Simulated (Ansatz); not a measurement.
## Ansatz (development build ahead of 0.2.0) run

```yaml
crystal:
  periodic: [false, false, false]
  atoms:
    - { symbol: S, position_ang: [0.0, 0.0, -1.05784] }
    - { symbol: S, position_ang: [0.0, 0.0, 1.05784] }
basis:
  gaussian: { orbitals: "6-31G" }
magnetization:
  spin_polarized: true
  initial_magnetization: 2
hamiltonian:
  xc: hf
correlation:
  method: ccsd_t
  frozen_orbitals: { S: 5 }
```

The input is written out in the form of the current development build from the run's settings.

Results

```json
{
  "Converged": "yes",
  "Reference energy": "-794.94775 hartree",
  "Correlation energy": "-0.12044 hartree",
  "Total energy": "-795.06819 hartree"
}
```
